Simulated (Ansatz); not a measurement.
The input, for Ansatz 0.2.0:

```yaml
crystal:
  periodic: [false, false, false]
  atoms:
    - {symbol: Ga, position_ang: [0.000000, 0.000000, 0.000000]}
    - {symbol: As, position_ang: [0.000000, 0.000000, 2.585100]}
basis:
  gaussian: {orbitals: "6-31G*", point_charges: [{charge: 1.00, position_ang: [4.698, 0.088, -0.496]}]}
total_charge: 1
magnetization: {spin_polarized: false, initial_magnetization: 3}
correlation: {method: bccd_t, electrons: outside_noble_gas}
accuracy: high
output: {forces: true}
```

```sh
$ ansatz run in.yaml --threads 1 --pin off --events-out ev --progress --plain --max-ram 2393MiB
```

The program prints:

```
1088 factors; integrals over basis functions are off by at most 3.9e-9 eV
mean field evaluation 1: about -113104.4418 eV, gradient 1.0e1 eV
mean field evaluation 2: about -113104.4704 eV, gradient 1.0e1 eV
mean field evaluation 4: about -113105.0555 eV, gradient 1.3e0 eV
mean field evaluation 8: about -113105.0869 eV, gradient 3.3e-1 eV
mean field evaluation 16: about -113105.0927 eV, gradient 1.4e-8 eV
mean field evaluation 32: about -113101.5259 eV, gradient 7.0e0 eV
mean field evaluation 64: about -113101.4599 eV, gradient 1.3e-2 eV
mean field evaluation 96: about -113096.7240 eV, gradient 2.6e1 eV
mean field -113105.09272018 eV, -4156.5354920814 hartree, gradient 1.1e-8 eV, S^2 3.750000; 1 other end points of the search recorded, 0 dependent functions left out
mean field evaluation 128: about -113105.2412 eV, gradient 2.1e-1 eV
determinant -113105.09272018 eV, -4156.5354920814 hartree, with singles and doubles -113108.30946975 eV, -4156.6537054474 hartree
determinant -113101.72615016 eV, -4156.4117729150 hartree, with singles and doubles -113105.04046099 eV, -4156.5335715915 hartree
28 core orbitals not correlated: weight in the atoms' cores, before any rotation towards them, 0.999 or more for the frozen orbitals, at most 0.001 for the correlated occupied ones
reference -113105.09272018 eV, -4156.5354920814 hartree; 5, 2 occupied and 37, 40 virtual orbitals, 1088 factors
second order -2.45897686 eV of doubles, -0.05072206 eV of singles
cycle   1  -3.21250758 eV  change   -5.1e-2 eV  update   1.5e-2
...
cycle  14  -3.21079111 eV  change   -2.5e-8 eV  update   9.1e-8
cycle  15  -3.21079114 eV  change   -2.6e-8 eV  update   4.4e-8
cycle  16  -3.21079113 eV  change    7.8e-9 eV  update   2.8e-8
cycle  17  -3.21079095 eV  change    1.8e-7 eV  update   7.6e-8
cycle  18  -3.21079090 eV  change    4.7e-8 eV  update   2.7e-8
cycle  19  -3.21079089 eV  change    1.2e-8 eV  update   9.9e-9
cycle  20  -3.21079089 eV  change   9.6e-10 eV  update   4.3e-9
cycle  21  -3.21079089 eV  change   3.5e-11 eV  update   2.0e-9
cycle  22  -3.21079089 eV  change  -9.9e-11 eV  update  9.7e-10
cycle  23  -3.21079089 eV  change  -1.1e-10 eV  update  4.2e-10
perturbative correction -0.08388624 eV, -0.0030827626 hartree
the calculation of the forces begins
Total energy: -113108.38739732 eV, -4156.6565692328 hartree
Atom 0 at     0.000000     0.000000     0.000000 Å, force    -0.378917    -0.007098    -0.691929 eV/Å
Atom 1 at     0.000000     0.000000     2.585100 Å, force    -0.120674    -0.002260     0.811076 eV/Å
Dipole moment:    -0.194546    -0.003644    -0.330772 e Å
```

Forces (eV/Å):
```
Ga  -0.379 -0.007 -0.692
As  -0.121 -0.002  0.811
```

Ran on 1 thread of Arm Neoverse V2, shared host: 18 s wall, 0.37 GiB peak host memory.
